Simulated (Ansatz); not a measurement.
Scan of AsH₂⁺, triplet

Starting geometry (PBE0/def2-TZVP stationary point for this spin, not checked as a minimum):

```csv
atom,x (Å),y (Å),z (Å)
As,0.0000,-0.0191,0.0000
H,0.0000,0.7098,-1.3240
H,0.0000,0.7098,1.3240
```

From there H2 moves along the line of the two atoms named below, all else staying in place; atoms are numbered as listed. Energies are in kJ/mol, counted from the starting geometry at the same level.

Basis cc-pVDZ; Ansatz 0.2.0. Correlated methods freeze the noble-gas cores and the filled d shells of p-block atoms. R marks a restricted (for open shells ROHF) determinant. Active spaces: valence = (6e, 6o) chosen from the atoms' valence shells. No spin–orbit coupling is included, and no scalar relativity.

For open shells CISD is restricted-active-space CI with the open shells as a complete middle space. Runs in a small pair space aren't shown, since their orbitals change along the scan.

Full CI is exact within this basis and frozen core; it isn't the basis-set limit.

```tsv
distance As1-H2 (Å)	full CI	unpaired electrons (full CI)	error RHF	error RMP2	error CISD	error RCCSDT(Q)	error CASSCF (valence space)	error MRCISD+Q (valence space)
1.196	155.5	2.02	-9.7	-4.5	-1.8	0.0	2.6	-0.4
1.379	20.1	2.02	-5.0	-2.3	-0.9	0.0	1.2	-0.1
1.511	0.0	2.03	0.0	0.0	0.0	0.0	0.0	0.0
1.685	20.3	2.04	8.5	4.0	1.6	0.0	-1.5	0.1
1.860	63.1	2.05	19.7	9.2	3.7	0.0	-2.8	0.3
2.049	113.3	2.07	34.8	15.6	6.6	0.0	-3.5	0.4
2.451	189.1	2.09	3.1	15.6	5.2	0.1	-5.2	0.0
2.808	213.7	2.05	-15.5	3.0	0.2	0.0	-13.2	0.3
3.286	222.3	2.04	-20.6	0.5	-1.0	0.0	-17.9	-0.7
4.066	225.5	2.04	-21.6	0.3	-1.2	0.0	-19.3	-0.9
5.104	226.2	2.04	-21.8	0.3	-1.2	0.0	-19.5	-1.0
```

Unpaired electrons are Σ n²(2−n)² over natural occupations. Errors are those of relative energies. In total energy the starting point itself misses full CI by: RHF 263.5, RMP2 62.7, CISD 11.9, RCCSDT(Q) 0.0, CASSCF (valence space) 169.0, MRCISD+Q (valence space) 0.3 kJ/mol.

Spread of the error over the points with a reference, to 5.104 Å (largest less smallest): RCCSDT(Q) 0.1, MRCISD+Q (valence space) 1.3, CISD 8.4, RMP2 20.2, CASSCF (valence space) 22.1, RHF 56.6 kJ/mol.

Going outwards, the relative energy of CISD first misses by more than 4.2 kJ/mol (1 kcal/mol) at 2.049 Å.

CASSCF lacks dynamic correlation, of which the bound molecule has more, so its curve rises 19.5 kJ/mol too little out to 5.104 Å. MRCISD+Q (valence space) stays parallel to the reference within 1.3 kJ/mol over the points shown.
